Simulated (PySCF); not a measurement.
Run record: excited-state job, `CCC1CSC1`.

Computed with TDDFT CAM-B3LYP/def2-SVPD, vertical, gas phase, core orbitals frozen in the response (PySCF 2.14.0, density-fitted response routines). Geometry: PBE0-D3(BJ)/def2-SVP. The input is one job of a driver script: a line of settings, then coordinates in Å.

Input:
```
{"job": {"kind": "uv", "xc": "CAM-B3LYP", "basis": "def2-SVPD", "dynamic": true, "nstates": 6, "ntriplets": 0}, "charge": 0, "multiplicity": 1}
C      2.121924    -0.020134    -0.076889
C      0.797263    -0.695237     0.241892
C     -0.374669    -0.099810    -0.517132
C     -1.768054    -0.675122    -0.218107
S     -2.537259     0.985696    -0.371450
C     -0.747290     1.360919    -0.205561
H      2.361242    -0.097933    -1.149628
H      2.952759    -0.473614     0.484018
H      2.097995     1.051534     0.178259
H      0.590748    -0.627554     1.325123
H      0.858735    -1.773114     0.010149
H     -0.190437    -0.183029    -1.601864
H     -2.152795    -1.427658    -0.921506
H     -1.860110    -1.061606     0.810160
H     -0.497273     1.656070     0.827179
H     -0.374693     2.128254    -0.899132
```

Estimate the output.

```
coarse grid: 13256 points
cycle   1  E = -594.2574050655  dE =  6.437e-01  |g| = 2.572e-01  |ddm| = 5.700e+00
cycle   2  E = -594.2714919977  dE = -1.409e-02  |g| = 1.880e-01  |ddm| = 9.770e-01
cycle   3  E = -594.2805698303  dE = -9.078e-03  |g| = 3.839e-02  |ddm| = 3.602e-01
cycle   4  E = -594.2809345125  dE = -3.647e-04  |g| = 1.578e-02  |ddm| = 8.942e-02
cycle   5  E = -594.2809968597  dE = -6.235e-05  |g| = 3.427e-03  |ddm| = 3.913e-02
cycle   6  E = -594.2810005146  dE = -3.655e-06  |g| = 9.655e-04  |ddm| = 1.089e-02
final grid: 121512 points
cycle   7  E = -594.3598284302  dE = -3.285e-05  |g| = 3.738e-03  |ddm| = 8.189e-02
cycle   8  E = -594.3598283152  dE =  1.150e-07  |g| = 3.883e-03  |ddm| = 1.633e-02
cycle   9  E = -594.3598322697  dE = -3.955e-06  |g| = 2.800e-04  |ddm| = 6.851e-03
cycle  10  E = -594.3598322879  dE = -1.821e-08  |g| = 1.724e-04  |ddm| = 9.803e-04
cycle  11  E = -594.3598322959  dE = -7.963e-09  |g| = 2.180e-05  |ddm| = 3.520e-04
cycle  12  E = -594.3598322961  dE = -1.810e-10  |g| = 7.543e-06  |ddm| = 7.361e-05
converged SCF energy = -594.3598322961

Static polarisability (au): isotropic 79.069, principal 67.625 76.562 93.019

Singlet excitations
state   eV       nm        f      main configurations
  1   4.6495    266.7   0.00015   H->L 0.81, H->L+7 0.09
  2   5.9444    208.6   0.02617   H->L+2 0.86
  3   6.2780    197.5   0.00799   H->L+1 0.68, H->L+4 0.16
  4   6.5692    188.7   0.04563   H->L+3 0.90
  5   7.1181    174.2   0.03538   H-1->L 0.83
  6   7.2654    170.7   0.00055   H->L+7 0.65, H->L 0.13, H->L+5 0.13
```

The SCF starts on a coarse grid where the log names one; the energy can jump when the final grid takes over, and dE then counts from the start density on the new grid. H and L stand for HOMO and LUMO; the number after each pair is its weight.

How does the lowest singlet excitation compare with the HOMO–LUMO gap?

HOMO -7.62 eV and LUMO 0.94 eV give a gap of 8.56 eV; S1 at 4.65 eV lies 3.91 eV below it.

Give the mean polarisability as a volume in Å³, and the ratio of the largest to the smallest principal value.

79.069 au × 0.148185 = 11.72 Å³; 93.019/67.625 = 1.38.

In short: HOMO -7.62 eV, LUMO 0.94 eV; lowest singlet 4.65 eV; mean polarisability 79.1 au.

Estimate the wall time. Hardware: x86-64 server, one thread, no GPU, shared host.

About 57 s.

One conformer stands for the species.
Labels such as C1 count atoms from 1, the log's own numbers from 0.
